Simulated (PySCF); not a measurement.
Compound: P₂H₄.
Numbering: `[PH2:1][PH2:2]` (hydrogens: H3, H4 on P1; H5, H6 on P2)

Geometry (PBE0-D3(BJ)/def2-TZVP, Å), atoms numbered from 1 in this order:
```xyz
6
P2H4 angstrom
P      0.5292    0.9323   -0.3455
P     -0.5211   -0.9250    0.2882
H      1.3664    0.9554    0.8031
H      1.5068    0.2322   -1.1042
H     -1.3938   -0.9261   -0.8343
H     -1.4663   -0.2223    1.0847
```

Jobs on this species (6 atoms, 34 electrons) with PySCF (density fitting). Hardware of each: Intel Xeon 6975P-C, one thread (shared host). Other jobs ran on the host; a repeat could differ by tens of per cent or more. Peak memory is the resident size of the whole Python process, interpreter and libraries included.

| level and settings | work | basis functions | SCF cycles | wall time | peak memory |
| --- | --- | --- | --- | --- | --- |
| wB97X-D/pcSseg-2 | shieldings | 142 | ? | ? | ? |
| wB97X-D/pcSseg-2, IEF-PCM chloroform | shieldings | 142 | 11 | 4.6 s | 0.58 GiB |
| wB97X-D/aug-cc-pVTZ | 10 singlets by full TDDFT, 4 Tamm–Dancoff triplets, polarisability, ΔSCF ions | 192 | 11 | 11 s | 0.71 GiB |
| PBE0/aug-cc-pVTZ | 10 singlets by full TDDFT, 4 Tamm–Dancoff triplets, polarisability, dynamic polarisability, density and orbital grids written | 192 | 10 | 6.6 s | 0.69 GiB |
| CAM-B3LYP/aug-cc-pVTZ | 10 singlets by full TDDFT, 4 Tamm–Dancoff triplets, polarisability | 192 | 10 | 6.1 s | 0.72 GiB |
| PBE0-D3(BJ)/def2-TZVP, grid level 2 | geometry optimisation from a GFN2-xTB start shaken at random | 98 | 26 | 6.8 s | 0.40 GiB |
| WP04/pcSseg-2, IEF-PCM chloroform | shieldings | 142 | 11 | 3.5 s | 0.57 GiB |
| KT3/pcSseg-2 | shieldings | 142 | 12 | 4.6 s | 0.47 GiB |
| B97-2/pcSseg-2 | shieldings | 142 | 10 | 3.2 s | 0.55 GiB |

Question: Fill in the missing figures.

Answer: 
- wB97X-D/pcSseg-2; shieldings: 4.3 s, 0.56 GiB, 11 SCF cycles

Question: What do all jobs in the table cost together?

Answer: About 51 s; the longest takes about 22 % of that, and about 3.4 times as long as the shortest.
